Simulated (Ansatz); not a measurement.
Frontier orbitals of `FC1SCS1`.

Cartesian coordinates in Å:
```
F 1.0750 -1.4927 -1.2521
C 0.8832 -0.2246 -0.7746
S -0.8033 0.3818 -0.9979
C -0.9064 0.2921 0.8106
S 0.8434 -0.1320 1.0287
H 1.6464 0.4020 -1.2359
H -1.1525 1.2548 1.2547
H -1.5858 -0.4816 1.1665
```

The species carries charge 0 and has multiplicity 1. The structure was optimised at the PBE0-D4/def2-TZVP level. Basis def2-TZVPP, Ansatz 0.2.0.

Orbital energies of one run (eV). Highest occupied ones, from the top: -10.10, -10.22, -11.09, -12.76, -13.75, -14.92, -16.03, -16.17, -16.66, -17.96, -19.84, -23.32, -23.37, -28.13. Empty: 1.06, 2.79, 3.53, 4.12, 4.26, 4.83.

Problem. Which functional gave them?
A. ωB97X-V
B. LC-ωPBE
C. B97M-V
D. PBE0

Solution. B. HOMO energies: LC-ωPBE -10.10, PBE0 -7.30, B97M-V -6.39, ωB97X-V -9.71 eV.

LC-ωPBE has ω = 0.4 bohr⁻¹.
